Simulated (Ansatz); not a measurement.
## H3Si–OH, singlet: the ladder up to RCCSDT(Q)

Geometry: a point of a breathe scan, not a stationary point.

```xyz
6

Si    0.0000   -0.0319    0.7202
O     0.0000    0.1242   -1.3933
H     1.5478   -0.9597    1.3603
H     0.0000    1.7555    1.3760
H    -1.5478   -0.9597    1.3603
H     0.0000   -0.9192   -2.0472
```

Basis cc-pVDZ; Ansatz 0.2.0. Only valence electrons are correlated (noble-gas cores frozen), which leaves 14 electrons in 46 orbitals. Prefix R: restricted or restricted open-shell reference. Active spaces: pair = (2e, 2o) about the gap.

Full CI isn't at hand for all of this; RCCSDT(Q) serves as the reference, and is uncertain by about the last step of the cluster series.

The UHF ⟨S²⟩ is 0.000, the T1 diagnostic (RCCSD) is 0.0212 and the largest doubles amplitude (RCCSD) is 0.070.

```tsv
level	E − E(RCCSDT(Q)) (mEh)	share of correlation (%)	wall time
RHF	376.00	0.00	–
RMP2	48.35	87.14	–
CISD	56.85	84.88	2.1 s
RCCSD	15.04	96.00	–
RCCSD(T)	3.20	99.15	0.76 s
BCCD(T)	3.12	99.17	0.9 s
RCCSDT	1.67	99.56	–
CASSCF (pair space)	345.08	8.22	–
MRCISD (pair space)	48.53	87.09	–
MRCISD+Q (pair space)	9.41	97.50	2 s
```

The correlation energy at RCCSDT(Q), counted from RHF, is -10.231 eV. That run took 21 s on 1 thread of Arm Neoverse V1, shared host.

Times hold each run's SCF and search for its determinant on a shared host, so for small cases they say little of a method's own cost; they ran on 1 thread of Arm Neoverse V1.
